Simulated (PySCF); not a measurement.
**CCSD(T)/STO-3G run of [NO2]− (nitrite)**

What is the energy change on altering one bond length of [NO2]− (nitrite) at CCSD(T)/STO-3G? Input form: a Python script.

The results are computed with PySCF 2.14.0.

16 further runs of the same task are left out: 7 that didn't finish, 9 set aside as unsound or not needed.

**1. The system as given**

The species is [NO2]− (3 atoms), meant as a singlet with charge -1. SMILES: `O=N[O-]`. The coordinates come from a GFN2-xTB relaxation.

Bond lengths: O1–N2 1.272 Å, N2–O3 1.272 Å. Angles: O1–N2–O3 117.3°.

**2. The energy at CCSD(T)/STO-3G**

job.py reads:

```python
from pyscf import gto, scf, cc

system = gto.Mole()
system.atom = '''
O      0.627956     1.918544     0.558093
N      0.624025    -0.470032     0.291169
O     -1.251981    -1.448513    -0.849262
'''
system.unit = 'bohr'
system.max_memory = 1860
system.verbose = 4
system.basis = 'sto-3g'
system.charge = -1
system.build()

mf = scf.RHF(system)
mf.conv_tol = 1e-10
mf.kernel()
if not mf.converged:
    mf = mf.newton().run(mf.mo_coeff, mf.mo_occ)

mycc = cc.CCSD(mf, frozen=3)
mycc.kernel()
e_t = mycc.ccsd_t()
e_final = mycc.e_tot + e_t
print('Final energy', e_final)
```

On the command line:

```
OMP_NUM_THREADS=1 python job.py
```

Output:

```text
PySCF version 2.14.0

[INPUT] num. atoms = 3
[INPUT] num. electrons = 24
[INPUT] charge = -1
[INPUT] spin (= nelec alpha-beta = 2S) = 0
[INPUT] symmetry False subgroup None
[INPUT] Mole.unit = bohr
[INPUT] Symbol           X                Y                Z      unit          X                Y                Z       unit  Magmom
[INPUT]  1 O      0.332300004660   1.015249762947   0.295330097174 AA    0.627956000000   1.918544000000   0.558093000000 Bohr   0.0
[INPUT]  2 N      0.330219809044  -0.248730222803   0.154079999326 AA    0.624025000000  -0.470032000000   0.291169000000 Bohr   0.0
[INPUT]  3 O     -0.662519813705  -0.766520069321  -0.449410096500 AA   -1.251981000000  -1.448513000000  -0.849262000000 Bohr   0.0

nuclear repulsion = 62.188368001841
number of shells = 9
number of NR pGTOs = 45
number of NR cGTOs = 15
basis = sto-3g
ecp = {}

******** <class 'pyscf.scf.hf.RHF'> ********
method = RHF
initial guess = minao
damping factor = 0
level_shift factor = 0
DIIS = <class 'pyscf.scf.diis.CDIIS'>
diis_start_cycle = 1
diis_space = 8
diis_damp = 0
SCF conv_tol = 1e-10
SCF conv_tol_grad = None
SCF max_cycles = 50
direct_scf = True
direct_scf_tol = 1e-13
Set gradient conv threshold to 1e-05
Initial guess from minao.
init E= -201.490635099284
  HOMO = -0.176088520136298  LUMO = 0.037149722575761  gap/eV = 5.80251
cycle= 1 E= -201.021907848303  delta_E= 0.469  |g|= 0.666  |ddm|= 2.88
  HOMO = 0.140316473997972  LUMO = 0.577627894530377  gap/eV = 11.89985
cycle= 2 E= -201.13046510037  delta_E= -0.109  |g|= 0.327  |ddm|= 1.11
  HOMO = 0.104948502722023  LUMO = 0.624566619513501  gap/eV = 14.13953
cycle= 3 E= -201.161220015227  delta_E= -0.0308  |g|= 0.028  |ddm|= 0.347
  HOMO = 0.0984466510213293  LUMO = 0.630897846387421  gap/eV = 14.48874
cycle= 4 E= -201.161830135091  delta_E= -0.00061  |g|= 0.00668  |ddm|= 0.096
  HOMO = 0.09934425106466  LUMO = 0.629202807668238  gap/eV = 14.41819
cycle= 5 E= -201.161866461048  delta_E= -3.63e-05  |g|= 0.00272  |ddm|= 0.0185
  HOMO = 0.0994603366028159  LUMO = 0.629667790558325  gap/eV = 14.42768
cycle= 6 E= -201.161873113288  delta_E= -6.65e-06  |g|= 0.000287  |ddm|= 0.00951
  HOMO = 0.0994742223411087  LUMO = 0.629622980794298  gap/eV = 14.42608
cycle= 7 E= -201.161873163813  delta_E= -5.05e-08  |g|= 8.59e-05  |ddm|= 0.000748
  HOMO = 0.0994718576111251  LUMO = 0.62962991659596  gap/eV = 14.42634
cycle= 8 E= -201.161873166722  delta_E= -2.91e-09  |g|= 1.6e-05  |ddm|= 0.000143
  HOMO = 0.0994688097211673  LUMO = 0.629638463953056  gap/eV = 14.42665
cycle= 9 E= -201.161873166882  delta_E= -1.61e-10  |g|= 3.46e-06  |ddm|= 4.48e-05
  HOMO = 0.0994687185887846  LUMO = 0.629637051863486  gap/eV = 14.42662
cycle= 10 E= -201.161873166891  delta_E= -8.13e-12  |g|= 5.68e-07  |ddm|= 9.67e-06
  HOMO = 0.0994687290168528  LUMO = 0.629637072030629  gap/eV = 14.42662
Extra cycle  E= -201.161873166891  delta_E= -1.14e-13  |g|= 2.25e-07  |ddm|= 9.49e-07
converged SCF energy = -201.161873166891

******** <class 'pyscf.cc.ccsd.CCSD'> ********
CC2 = 0
CCSD nocc = 9, nmo = 12
frozen orbitals 3
max_cycle = 50
direct = 0
conv_tol = 1e-07
conv_tol_normt = 1e-05
diis_space = 6
diis_start_cycle = 0
diis_start_energy_diff = 1e+09
Init t2, MP2 energy = -201.317595685258  E_corr(MP2) -0.155722518367254
Init E_corr(CCSD) = -0.155722518367276
cycle = 1  E_corr(CCSD) = -0.15800553070419  dE = -0.00228301234  norm(t1,t2) = 0.0678011
cycle = 2  E_corr(CCSD) = -0.166936772319077  dE = -0.00893124161  norm(t1,t2) = 0.0263346
cycle = 3  E_corr(CCSD) = -0.167213181766787  dE = -0.000276409448  norm(t1,t2) = 0.013947
cycle = 4  E_corr(CCSD) = -0.169662250093641  dE = -0.00244906833  norm(t1,t2) = 0.00751739
cycle = 5  E_corr(CCSD) = -0.169601877592827  dE = 6.03725008e-05  norm(t1,t2) = 0.00150477
cycle = 6  E_corr(CCSD) = -0.169580942921391  dE = 2.09346714e-05  norm(t1,t2) = 0.000560235
cycle = 7  E_corr(CCSD) = -0.169594548869708  dE = -1.36059483e-05  norm(t1,t2) = 0.00029954
cycle = 8  E_corr(CCSD) = -0.169593639310801  dE = 9.09558908e-07  norm(t1,t2) = 0.000117166
cycle = 9  E_corr(CCSD) = -0.16959284137234  dE = 7.97938461e-07  norm(t1,t2) = 4.95417e-05
cycle = 10  E_corr(CCSD) = -0.169592355225227  dE = 4.86147113e-07  norm(t1,t2) = 9.64877e-06
cycle = 11  E_corr(CCSD) = -0.169592603399786  dE = -2.4817456e-07  norm(t1,t2) = 3.1456e-06
cycle = 12  E_corr(CCSD) = -0.169592533813125  dE = 6.95866616e-08  norm(t1,t2) = 1.28523e-06
CCSD converged
E(CCSD) = -201.3314657007037  E_corr = -0.1695925338131247
CCSD(T) correction = -0.0125653238569247
Final energy -201.34403102456068
```

It took 0.69 s on 1 thread of Arm Neoverse V2, shared host; peak memory 0.099 GiB.

**3. The distorted shape at the same level**

calc.py reads:

```python
from pyscf import gto, cc

mol = gto.Mole()
mol.atom = '''
O      1.565939     2.407774     1.128295
N      1.562008     0.019198     0.861371
O     -1.251981    -1.448513    -0.849262
'''
mol.charge = -1
mol.unit = 'bohr'
mol.verbose = 3
mol.max_memory = 1860
mol.basis = 'sto-3g'
mol.build()

mf = mol.RHF()
mf.conv_tol = 1e-10
mf.kernel()
if not mf.converged:
    mf = mf.newton().run(mf.mo_coeff, mf.mo_occ)

mycc = cc.CCSD(mf, frozen=3)
mycc.kernel()
e_t = mycc.ccsd_t()
etot = mycc.e_tot + e_t
print('E = %.10f Eh' % etot)
```

On the command line:

```
OMP_NUM_THREADS=1 python calc.py
```

Output:

```text
converged SCF energy = -201.03959717619
E(CCSD) = -201.2473124873036  E_corr = -0.2077153111131634
CCSD(T) correction = -0.0369271123693905
E = -201.2842395997 Eh
```

Wall time 0.91 s (1 thread of Arm Neoverse V2, shared host); peak memory 0.12 GiB.

**4. Results**

At CCSD(T)/STO-3G, 3 core orbitals frozen:

| quantity | value |
| --- | --- |
| first shape: total energy | -201.34403 Eh |
| first shape: HOMO energy (Hartree–Fock orbitals) | 2.71 eV |
| first shape: LUMO energy (Hartree–Fock orbitals) | 17.13 eV |
| first shape: HOMO–LUMO gap (to an unbound level, set by the basis) | 14.43 eV |
| first shape: correlation energy (3 core orbitals frozen) | -182.2 mEh |
| first shape: (T) correction | -12.57 mEh |
| first shape: T1 diagnostic | 0.023 |
| distorted shape: total energy | -201.28424 Eh |
| distorted shape: HOMO energy (Hartree–Fock orbitals) | 3.36 eV |
| distorted shape: LUMO energy (Hartree–Fock orbitals) | 16.35 eV |
| distorted shape: HOMO–LUMO gap (to an unbound level, set by the basis) | 12.99 eV |
| distorted shape: correlation energy (3 core orbitals frozen) | -244.6 mEh |
| distorted shape: (T) correction | -36.93 mEh |
| distorted shape: T1 diagnostic | 0.150 |
| energy change with the N2–O3 bond stretched from 1.272 to 1.908 Å | 1.627 eV |

In words: With the N2–O3 bond stretched from 1.272 to 1.908 Å the energy rises by 1.63 eV (38 kcal/mol). The first shape isn't relaxed at this level, so the change isn't measured from a minimum. The minimal basis adds a large error of its own. The T1 diagnostic (first shape) of 0.023 is above the customary mark for such species, so a single reference may not serve. The triples (first shape) make up 6.9 % of the correlation energy. The HOMO (first shape) lies at positive energy, 2.71 eV: the electron is unbound at this level or held by a compact basis; values depend on the basis. The T1 diagnostic (distorted shape) of 0.150 is above the customary mark for such species, so a single reference may not serve. Mulliken charges (distorted shape) of the mean-field density run from -0.38 on O3 to -0.28 on N2.
